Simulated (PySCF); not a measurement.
## A PySCF run on PF⁺

State: ²Π (doublet), unpaired electrons π ↑.

An equivalent input (the run itself took its basis sets from the Basis Set Exchange, started from a PBE0 density and held the occupation σ 7α 7β, πx 3α 2β, πy 2α 2β):

```python
from pyscf import gto, dft
mol = gto.M(atom='P 0 0 0; F 0 0 1.513', basis={'P': 'def2-TZVPPD', 'F': 'def2-TZVPPD'},
            charge=1, spin=1, verbose=4, symmetry='C2v')
mf = dft.UKS(mol, xc='HSE06')
mf.grids.atom_grid = (80, 434)
mf.grids.prune = dft.gen_grid.treutler_prune
mf.irrep_nelec = {'A1': (7, 7), 'B1': (3, 2), 'B2': (2, 2)}
mf.conv_tol = 1e-9
mf.max_cycle = 60
mf.diis_space = 10
mf.kernel()
```

The log (some set-up lines and the per-cycle HOMO/LUMO lines removed):

```
******** <class 'pyscf.dft.uks_symm.SymAdaptedUKS'> ********
method = SymAdaptedUKS
damping factor = 0
level_shift factor = 0
DIIS = <class 'pyscf.scf.diis.CDIIS'>
diis_start_cycle = 1
diis_space = 10
diis_damp = 0
SCF conv_tol = 1e-09
SCF conv_tol_grad = None
SCF max_cycles = 60
number electrons alpha = 12  beta = 11
Set gradient conv threshold to 3.16228e-05
init E= -440.65563641739
cycle= 1 E= -440.655660396884  delta_E= -2.4e-05  |g|= 0.00446  |ddm|= 0.0232
cycle= 2 E= -440.655648073836  delta_E= 1.23e-05  |g|= 0.00726  |ddm|= 0.00435
cycle= 3 E= -440.655663478011  delta_E= -1.54e-05  |g|= 0.00103  |ddm|= 0.0033
cycle= 4 E= -440.655663830974  delta_E= -3.53e-07  |g|= 3.3e-05  |ddm|= 0.000471
cycle= 5 E= -440.65566383135  delta_E= -3.76e-10  |g|= 9.1e-06  |ddm|= 4.14e-05
Extra cycle  E= -440.655663831376  delta_E= -2.51e-11  |g|= 9.9e-06  |ddm|= 1.26e-05
converged SCF energy = -440.655663831376  <S^2> = 0.75655226  2S+1 = 2.0065416
```

Repeating this along the bond gives Re = 1.510 Å and ωe = 1053 cm⁻¹.

A point of this curve took 3.9 CPU seconds beside 0.21 for the integrals, on Arm Neoverse V2 (shared host).

The state was picked by a PBE0 search and need not be the measured ground state.
